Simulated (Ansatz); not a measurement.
## Worked example: basis-set limit for triplet LiCl

LiCl has 2 atoms, charge 0, and is taken as a triplet. SMILES of the parent species: `[Li][Cl]`. The coordinates come from a PBE0-D4/def2-TZVP relaxation. That shape belongs to the parent species and isn't relaxed for this state.

```xyz
2

Li    0.8571   -0.3061    0.4308
Cl   -0.8571    0.3061   -0.4308
```

MP2 energies, 5 core orbitals frozen (Ansatz 0.2.0):

| basis | X | functions | Hartree–Fock (Eh) | correlation (Eh) |
| --- | --- | --- | --- | --- |
| cc-pCVDZ | 2 | 45 | -466.875487 | -0.146770 |
| cc-pCVTZ | 3 | 102 | -466.894355 | -0.202926 |
| cc-pCVQZ | 4 | 193 | -466.898088 | -0.221845 |

The correlation energy converges as X⁻³, the Hartree–Fock energy about exponentially.

Task: Extrapolate to the complete basis.

Result: 
1. Correlation: E(∞) = (4³ E(4) − 3³ E(3))/(4³ − 3³) = (64 × (-0.221845) − 27 × (-0.202926))/37 = -0.235651 Eh.
2. Hartree–Fock: successive steps shrink by 0.198; summing the geometric tail gives -466.898088 + (-0.003733) × 0.198/(1 − 0.198) = -466.899009 Eh.
3. Total: -466.899009 + (-0.235651) = -467.134660 Eh.
4. cc-pCVQZ holds 94.1 % of the extrapolated correlation energy, cc-pCVTZ 86.1 %.

This is an estimate of the method's limit, not an exact energy.
